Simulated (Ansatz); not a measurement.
**SiH3S (SMILES [SiH2]S) at 6 levels**

Wanted: a comparison of 6 runs (U-wB97X/STO-3G, UB2PLYP/STO-3G, UBLYP/STO-3G, UCAM-B3LYP/STO-3G, UHSE06/STO-3G, UCCSD/STO-3G) of SiH3S. 

The calculation is run with Ansatz 0.2.0.

31 further runs of the same task are left out: 31 set aside as unsound or not needed.

## (1) The structure to begin with

The species is SiH3S (5 atoms), meant as a doublet with charge 0. As SMILES, `[SiH2]S`. The H5–S2 distance was set to 3.359 Å, away from the relaxed value. At this shape a bond of the SMILES string is far longer than usual.

Bond lengths: Si1–S2 2.132 Å, Si1–H3 1.492 Å, Si1–H4 1.488 Å. Angles: S2–Si1–H3 111.4°, S2–Si1–H4 105.0°, H3–Si1–H4 110.5°.

## (2) The energy at U-wB97X/STO-3G (run 1)

in.yaml reads:

```yaml
crystal:
  periodic: [false, false, false]
  atoms:
    - {symbol: Si, position_ang: [-1.798360, -0.556449, -1.380006]}
    - {symbol: S, position_ang: [-1.428960, 1.543551, -1.365206]}
    - {symbol: H, position_ang: [-1.796560, -1.119249, 0.002294]}
    - {symbol: H, position_ang: [-3.142360, -0.705649, -2.000606]}
    - {symbol: H, position_ang: [1.407800, 1.314300, 0.419300]}
basis:
  gaussian: {orbitals: STO-3G}
magnetization: {spin_polarized: true, initial_magnetization: 1}
hamiltonian: {xc: {name: wB97X}}
accuracy: high
```

Run with:

```
ansatz run in.yaml --threads 1 --pin off --max-ram 2610MiB --events-out events.jsonl --progress --plain --runs-dir runs
```

What it wrote:

```text
Warning: RAYON_NUM_THREADS=1 ignored (pool sized by the plan → 1); use --threads N
Functional definition: wB97X
  name "wB97X"
  parameter omega = 0.3/bohr
  parameter cx = 0.157706
  parameter cx1 = 0.726479
  parameter cx2 = 1.04760
  parameter cx3 = -5.70635
  parameter cx4 = 13.2794
  parameter css1 = -4.33879
  parameter css2 = 18.2308
  parameter css3 = -31.7430
  parameter css4 = 17.2901
  parameter cos1 = 2.37031
  parameter cos2 = -11.3995
  parameter cos3 = 6.58405
  parameter cos4 = -3.78132
  exchange = spin_sum(e_x_unif_sr(omega)*poly(b97_u_x, 1 - cx, cx1, cx2, cx3, cx4)) + cx*exact_x_sr(omega)
      + exact_x_lr(omega)
  correlation = spin_sum(e_c_pw_same_spin*poly(b97_u_same, 1, css1, css2, css3, css4))
      + integral(e_c_pw_opposite_spin*poly(b97_u_opposite, 1, cos1, cos2, cos3, cos4))
359 factors; integrals over basis functions are off by at most 7.1e-9 eV
150 factors; integrals over basis functions are off by at most 6.2e-10 eV
mean field evaluation 1: about -18536.9653 eV, gradient 1.9e1 eV
mean field evaluation 2: about -18536.1132 eV, gradient 2.9e1 eV
mean field evaluation 4: about -18543.6724 eV, gradient 2.2e0 eV
mean field evaluation 8: about -18543.8253 eV, gradient 3.6e-1 eV
mean field evaluation 16: about -18544.1495 eV, gradient 3.1e-4 eV
mean field evaluation 32: about -18544.1511 eV, gradient 1.6e-2 eV
mean field evaluation 64: about -18544.1495 eV, gradient 6.2e-3 eV
mean field -18544.15131741 eV, -681.4849912376 hartree, gradient 9.7e-8 eV, S^2 1.402437; 5 other end points of the search recorded, 0 dependent functions left out
reference -18544.15131665 eV, -681.4849912096 hartree; 17, 16 occupied and 4, 5 virtual orbitals, 359 factors
Total energy: -18544.15131665 eV, -681.4849912096 hartree
```

Wall time 36 s (1 thread of Intel Xeon Platinum 8488C (Sapphire Rapids), shared host); peak memory 0.43 GiB.

## (3) The energy at UB2PLYP/STO-3G (run 2)

in.yaml reads:

```yaml
crystal:
  periodic: [false, false, false]
  atoms:
    - symbol: Si
      position_ang: [-1.798360, -0.556449, -1.380006]
    - symbol: S
      position_ang: [-1.428960, 1.543551, -1.365206]
    - symbol: H
      position_ang: [-1.796560, -1.119249, 0.002294]
    - symbol: H
      position_ang: [-3.142360, -0.705649, -2.000606]
    - symbol: H
      position_ang: [1.407800, 1.314300, 0.419300]
basis:
  gaussian: {orbitals: STO-3G}
magnetization: {spin_polarized: true, initial_magnetization: 1}
accuracy: high
correlation: {frozen_orbitals: {H: 0, S: 5, Si: 5}}
hamiltonian: {xc: {name: B2PLYP}}
```

Run with:

```
ansatz run in.yaml --threads 1 --pin off --max-ram 2610MiB --events-out events.jsonl --progress --plain --runs-dir runs
```

What it wrote, shortened:

```text
Warning: RAYON_NUM_THREADS=1 ignored (pool sized by the plan → 1); use --threads N
Functional definition: B2PLYP
  name "B2PLYP"
[...]
359 factors; integrals over basis functions are off by at most 7.1e-9 eV
[...]
mean field -18535.68145068 eV, -681.1737293762 hartree, gradient 3.4e-8 eV, S^2 1.480200; 8 other end points of the search recorded, 0 dependent functions left out
10 core orbitals not correlated: weight in the atoms' cores, before any rotation towards them, 1.000 or more for the frozen orbitals, at most 0.000 for the correlated occupied ones
reference -18535.68147030 eV, -681.1737300975 hartree; 7, 6 occupied and 4, 5 virtual orbitals, 359 factors
second order -1.74728233 eV of doubles, -0.00000000 eV of singles
Total energy: -18536.15323653 eV, -681.1910671867 hartree
```

Wall time 6 s (1 thread of Intel Xeon Platinum 8488C (Sapphire Rapids), shared host); peak memory 0.15 GiB.

Runs 3 to 5 aren't shown in full; the table further down has their settings and results.

## (4) The energy at UCCSD/STO-3G (run 6)

input.yaml reads:

```yaml
crystal:
  periodic: [false, false, false]
  atoms:
    - {symbol: Si, position_ang: [-1.798360, -0.556449, -1.380006]}
    - {symbol: S, position_ang: [-1.428960, 1.543551, -1.365206]}
    - {symbol: H, position_ang: [-1.796560, -1.119249, 0.002294]}
    - {symbol: H, position_ang: [-3.142360, -0.705649, -2.000606]}
    - {symbol: H, position_ang: [1.407800, 1.314300, 0.419300]}
basis:
  gaussian:
    orbitals: STO-3G
magnetization:
  spin_polarized: true
  initial_magnetization: 1
correlation:
  method: ccsd
  frozen_orbitals: {H: 0, S: 5, Si: 5}
accuracy: high
scf:
  omitted_lower_state_checks: [cluster_reference, increment]
```

Run with:

```
ansatz run input.yaml --threads 1 --pin off --max-ram 2610MiB --events-out events.jsonl --progress --plain --runs-dir runs
```

What it wrote:

```text
Warning: RAYON_NUM_THREADS=1 ignored (pool sized by the plan → 1); use --threads N
[... 15 lines left out ...]
10 core orbitals not correlated: weight in the atoms' cores, before any rotation towards them, 1.000 or more for the frozen orbitals, at most 0.000 for the correlated occupied ones
[... 69 lines left out ...]
Total energy: -18515.43750755 eV, -680.4297781883 hartree
Checks for a lower state left out: cluster_reference, increment
```

It took 0.62 s on 1 thread of Intel Xeon Platinum 8488C (Sapphire Rapids), shared host.

## (5) The series

```csv
run,level,frozen core orbitals,energy (Eh),⟨S²⟩,wall time
1,U-wB97X/STO-3G,–,-681.484991,1.402,36 s
2,UB2PLYP/STO-3G,10,-681.191067,1.480,6 s
3,UBLYP/STO-3G,–,-681.426461,0.954,2.7 s
4,UCAM-B3LYP/STO-3G,–,-681.454732,1.345,6 s
5,UHSE06/STO-3G,–,-681.237063,1.250,4.8 s
6,UCCSD/STO-3G,10,-680.429778,1.631,0.62 s
```

## (6) Summary of results

| quantity | value |
| --- | --- |
| run 6: total energy | -680.42978 Eh |
| run 6: correlation energy (10 core orbitals frozen) | -75.7 mEh |
| run 6: ⟨S²⟩ of the reference determinant | 1.631 |
| run 6: T1 diagnostic | 0.083 |

Totals of different functionals can't be ranked against each other. In runs 1, 2, 3, 4, 5, 6 the basis is minimal, so the values are rough. Spin contamination of the reference: run 6 ⟨S²⟩ = 1.63, run 2 ⟨S²⟩ = 1.48, run 1 ⟨S²⟩ = 1.40, run 4 ⟨S²⟩ = 1.35, run 5 ⟨S²⟩ = 1.25, run 3 ⟨S²⟩ = 0.95. Where it is this large, the reference is a mixture of spin states, and values that rest on it are in doubt. All runs together took 57 s, the longest 36 s.
